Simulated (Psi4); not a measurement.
# One shape, several levels: triplet C3H2F+

Wanted: a comparison of 3 runs (UB3LYP/aug-cc-pVDZ, UM06-2X/aug-cc-pVDZ, UM06-L/aug-cc-pVDZ) of triplet C3H2F+. 

Program for the calculation: Psi4 1.11.

### 1 The system as given

The species is C3H2F+ (6 atoms), meant as a triplet with charge +1. As SMILES of the parent species, `Fc1c[cH+]1`. Geometry: relaxed at GFN2-xTB. That shape belongs to the parent species and isn't relaxed for this state.

Bond lengths: F1–C2 1.251 Å, C2–C3 1.384 Å, C2–C4 1.384 Å, C3–C4 1.382 Å, C3–H5 1.077 Å, C4–H6 1.077 Å. Angles: F1–C2–C3 150.1°, F1–C2–C4 150.0°, C3–C2–C4 59.9°, C2–C3–C4 60.1°, C2–C4–C3 60.1°, C2–C3–H5 150.5°, C4–C3–H5 149.5°, C2–C4–H6 150.6°, C3–C4–H6 149.4°.

### 2 Energy and forces at UB3LYP/aug-cc-pVDZ (run 1)

The input, c3h2f.xyz:

```xyz
6
C3H2F
F     -0.466690    -1.833010     0.722760
C     -0.178030    -0.700530     0.276220
C      0.660170     0.122710    -0.455960
C     -0.464080     0.648280     0.152430
H      1.540110     0.265140    -1.059800
H     -1.091470     1.497420     0.364360
```

The input, calc.py:

```python
import psi4

psi4.set_memory(1600000000)
psi4.set_num_threads(1)
psi4.set_output_file('psi4.out', False)

with open('c3h2f.xyz') as f:
    atoms = ''.join(f.readlines()[2:])
molecule = psi4.geometry('1 3\n' + atoms + 'symmetry c1\nno_reorient\nno_com')

psi4.set_options({
    'reference': 'uks',
    'puream': True,
    'e_convergence': 1e-09,
    'd_convergence': 1e-08,
    'scf_type': 'pk',
    'dft_radial_points': 99,
    'dft_spherical_points': 590,
    'maxiter': 200,
})

e = psi4.gradient("b3lyp/aug-cc-pVDZ")
print('gradient / Eh bohr^-1')
print(e.np.round(6))
```

The run is started by

```
$ python calc.py
```

psi4.out:

```text
[...]
  Running in c1 symmetry.
[...]
  Nuclear repulsion =  100.791066773351162
[...]
  Multiplicity = 3
[...]
  Nalpha       = 15
  Nbeta        = 13
[...]
    Number of basis functions: 110
[...]
   @UKS iter   1:  -214.34031804677682    6.36436e-01   7.90288e-03 DIIS/ADIIS
[...]
   @UKS iter  23:  -214.74068446125113   -1.32445e-11   5.55358e-09 DIIS
[...]
   @S^2 Observed:                2.020680645E+00
[...]
  @UKS Final Energy:  -214.74068446125113
   => Energetics <=
    Nuclear Repulsion Energy =            100.7910667733511616
    One-Electron Energy =                -483.6402473172013288
    Two-Electron Energy =                 189.9844953386165685
    DFT Exchange-Correlation Energy =     -21.8759992560175789
    Empirical Dispersion Energy =           0.0000000000000000
    VV10 Nonlocal Energy =                  0.0000000000000000
    Total Energy =                       -214.7406844612511350
[...]
 Multipole Moments:
 ------------------------------------------------------------------------------------
     Multipole            Electronic (a.u.)      Nuclear  (a.u.)        Total (a.u.)
 ------------------------------------------------------------------------------------
 L = 1.  Multiply by 2.5417464519 to convert [e a0] to [Debye]
 Dipole X            :          6.8368584           -6.8846691           -0.0478107
 Dipole Y            :         26.8560797          -27.0453257           -0.1892459
 Dipole Z            :        -10.5943453           10.6685244            0.0741791
 Magnitude           :                                                    0.2088119
[...]
  -Total Gradient:
     Atom            X                  Y                   Z
    ------   -----------------  -----------------  -----------------
       1       -0.002114178786    -0.008145305141     0.003228721041
       2        0.014596959103     0.057022433617    -0.022500818049
       3       -0.043083922363    -0.014613431954     0.031606641771
       4        0.027172603680    -0.047901749939    -0.007014876879
       5       -0.016475120436     0.015225972960     0.007058910053
       6        0.019903861652    -0.001587203337    -0.012378860129
[...]
```

The script printed:

```text
gradient / Eh bohr^-1
[[-0.002114 -0.008145  0.003229]
 [ 0.014597  0.057022 -0.022501]
 [-0.043084 -0.014613  0.031607]
 [ 0.027173 -0.047902 -0.007015]
 [-0.016475  0.015226  0.007059]
 [ 0.019904 -0.001587 -0.012379]]
```

It took 49 s on 1 thread of Intel Xeon 6975P-C (Granite Rapids), shared host; peak memory 0.54 GiB.

### 3 The energy at UM06-2X/aug-cc-pVDZ (run 2)

c3h2f.xyz is that of step 2.

The input, c3h2f.py:

```python
import psi4

psi4.set_memory('1600 MB')
psi4.set_num_threads(1)
psi4.set_output_file('run.log', False)

with open('c3h2f.xyz') as f:
    atoms = ''.join(f.readlines()[2:])
m = psi4.geometry('1 3\n' + atoms + 'symmetry c1')

psi4.set_options({
    'basis': 'aug-cc-pVDZ',
    'reference': 'uks',
    'puream': True,
    'e_convergence': 1e-09,
    'd_convergence': 1e-08,
    'scf_type': 'pk',
    'dft_radial_points': 99,
    'dft_spherical_points': 590,
    'maxiter': 200,
})

e = psi4.energy('m06-2x', molecule=m)
print(f'm06-2x energy: {e:.10f} Eh')
```

The run is started by

```
$ python c3h2f.py
```

run.log:

```text
[...]
  Running in c1 symmetry.
[...]
  Nuclear repulsion =  100.791066773351162
[...]
  Multiplicity = 3
[...]
  Nalpha       = 15
  Nbeta        = 13
[...]
    Number of basis functions: 110
[...]
   @UKS iter   1:  -214.46614508646783    4.03909e-01   5.44590e-03 ADIIS/DIIS
[...]
   @UKS iter  19:  -214.65600169788328   -1.25056e-11   9.23787e-09 DIIS
[...]
   @S^2 Observed:                2.013003303E+00
[...]
    Orbital Energies [Eh]
    ---------------------
    Alpha Occupied:
       1A    -25.668394     2A    -11.048462     3A    -10.877610
       4A    -10.876976     5A     -1.773733     6A     -1.356364
       7A     -1.059335     8A     -1.000546     9A     -0.931053
      10A     -0.919215    11A     -0.914727    12A     -0.748620
      13A     -0.740711    14A     -0.727800    15A     -0.438143
    Alpha Virtual:
      16A     -0.264739    17A     -0.176875    18A     -0.131928
      19A     -0.130276    20A     -0.110933    21A     -0.105817
      22A     -0.091663    23A     -0.084111    24A     -0.059172
      25A     -0.052896    26A     -0.051958    27A     -0.051590
[...]
  @UKS Final Energy:  -214.65600169788328
   => Energetics <=
    Nuclear Repulsion Energy =            100.7910667733511616
    One-Electron Energy =                -483.4926531741731424
    Two-Electron Energy =                 181.0266502661204129
    DFT Exchange-Correlation Energy =     -12.9810655631817529
    Empirical Dispersion Energy =           0.0000000000000000
    VV10 Nonlocal Energy =                  0.0000000000000000
    Total Energy =                       -214.6560016978832834
[...]
 Multipole Moments:
 ------------------------------------------------------------------------------------
     Multipole            Electronic (a.u.)      Nuclear  (a.u.)        Total (a.u.)
 ------------------------------------------------------------------------------------
 L = 1.  Multiply by 2.5417464519 to convert [e a0] to [Debye]
 Dipole X            :         -0.7621600            0.9947838            0.2326238
 Dipole Y            :         -2.9963351            3.9076970            0.9113619
 Dipole Z            :          1.1811920           -1.5413288           -0.3601368
 Magnitude           :                                                    1.0071707
[...]
```

On the terminal:

```text
m06-2x energy: -214.6560016979 Eh
```

It took 64 s on 1 thread of Intel Xeon 6975P-C (Granite Rapids), shared host; peak memory 0.55 GiB.

### 4 A single-point energy at UM06-L/aug-cc-pVDZ (run 3)

The input, run.py:

```python
import psi4

psi4.set_memory(1600000000)
psi4.set_num_threads(1)
psi4.set_output_file('output.dat', False)

mol = psi4.geometry("""
1 3
F     -0.466690    -1.833010     0.722760
C     -0.178030    -0.700530     0.276220
C      0.660170     0.122710    -0.455960
C     -0.464080     0.648280     0.152430
H      1.540110     0.265140    -1.059800
H     -1.091470     1.497420     0.364360
units angstrom
symmetry c1
""")

psi4.set_options({
    'basis': 'aug-cc-pVDZ',
    'reference': 'uks',
    'puream': True,
    'e_convergence': 1e-09,
    'd_convergence': 1e-08,
    'scf_type': 'pk',
    'dft_radial_points': 99,
    'dft_spherical_points': 590,
    'maxiter': 200,
})

e_tot, wfn = psi4.energy("m06-l", molecule=mol, return_wfn=True)
psi4.oeprop(wfn, "DIPOLE", "MAYER_INDICES", "WIBERG_LOWDIN_INDICES", title="M06-L")
print('E =', round(e_tot, 9))
```

The run is started by

```
$ python run.py
```

output.dat:

```text
[...]
  Running in c1 symmetry.
[...]
  Nuclear repulsion =  100.791066773351162
[...]
  Multiplicity = 3
[...]
  Nalpha       = 15
  Nbeta        = 13
[...]
    Number of basis functions: 110
[...]
   @UKS iter   1:  -214.18026328165490    7.54961e-01   9.12482e-03 ADIIS/DIIS
[...]
   @UKS iter  16:  -214.72856157208344   -1.10845e-12   8.87814e-09 DIIS
[...]
   @S^2 Observed:                2.017323941E+00
[...]
    Orbital Energies [Eh]
    ---------------------
    Alpha Occupied:
       1A    -24.926381     2A    -10.542659     3A    -10.382824
       4A    -10.382383     5A     -1.612078     6A     -1.213087
       7A     -0.925275     8A     -0.871134     9A     -0.803040
      10A     -0.789441    11A     -0.785642    12A     -0.645056
      13A     -0.642011    14A     -0.624767    15A     -0.360629
    Alpha Virtual:
      16A     -0.329002    17A     -0.220403    18A     -0.160114
      19A     -0.155433    20A     -0.141660    21A     -0.129764
      22A     -0.120474    23A     -0.109212    24A     -0.087820
      25A     -0.074112    26A     -0.072142    27A     -0.071409
[...]
  @UKS Final Energy:  -214.72856157208344
   => Energetics <=
    Nuclear Repulsion Energy =            100.7910667733511616
    One-Electron Energy =                -483.7358779336019552
    Two-Electron Energy =                 195.2756295467433176
    DFT Exchange-Correlation Energy =     -27.0593799585759953
    Empirical Dispersion Energy =           0.0000000000000000
    VV10 Nonlocal Energy =                  0.0000000000000000
    Total Energy =                       -214.7285615720834357
[...]
 Multipole Moments:
 ------------------------------------------------------------------------------------
     Multipole            Electronic (a.u.)      Nuclear  (a.u.)        Total (a.u.)
 ------------------------------------------------------------------------------------
 L = 1.  Multiply by 2.5417464519 to convert [e a0] to [Debye]
 Dipole X            :         -0.7742722            0.9947838            0.2205116
 Dipole Y            :         -3.0428020            3.9076970            0.8648950
 Dipole Z            :          1.1996924           -1.5413288           -0.3416364
 Magnitude           :                                                    0.9557114
[...]
```

Standard output:

```text
E = -214.728561572
```

It took 53 s on 1 thread of Intel Xeon 6975P-C (Granite Rapids), shared host; peak memory 0.55 GiB.

### 5 The series

| run | level | task | properties | energy (Eh) | HOMO energy (eV) | ⟨S²⟩ | wall time |
| --- | --- | --- | --- | --- | --- | --- | --- |
| 1 | UB3LYP/aug-cc-pVDZ | gradient | – | -214.740684 | -10.76 | 2.021 | 49 s |
| 2 | UM06-2X/aug-cc-pVDZ | energy | – | -214.656002 | -11.92 | 2.013 | 64 s |
| 3 | UM06-L/aug-cc-pVDZ | energy | (dipole, mayer, wiberg) | -214.728562 | -9.81 | 2.017 | 53 s |

### 6 Results

| quantity | value |
| --- | --- |
| run 3: total energy | -214.72856 Eh |
| run 3: HOMO energy (highest over α and β) | -9.81 eV |
| run 3: ⟨S²⟩ | 2.017 |

Totals of different functionals can't be ranked against each other. All runs together took 2.8 min, the longest 64 s.
